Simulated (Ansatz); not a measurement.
The cluster BO₂H was relaxed with PBE0-D4 (def2-TZVP) in Ansatz in these states: charge +1 doublet, neutral singlet. The geometries follow in no particular order.

A:

```csv
atom,x (Å),y (Å),z (Å)
B1,-0.028,-0.138,0.489
O2,0.086,0.690,-0.535
O3,-0.129,-0.855,1.459
H4,0.071,0.303,-1.413
```

B:

Cartesian coordinates in Å:
```
B -0.456 0.146 -0.115
O 0.783 0.007 -0.097
O -1.740 0.363 -0.218
H 1.413 -0.516 0.430
```

Question: Judge from the bond lengths which geometry belongs to which state (an estimate).

Answer: A is the neutral singlet (B1–O3 1.211 Å, B1–O2 1.322 Å, O2–H4 0.960 Å); B is the charge +1 doublet (B1–O3 1.306 Å, B1–O2 1.248 Å, O2–H4 0.973 Å).

These are the stationary points nearest to one start from a short search; other shapes may lie lower in each state.
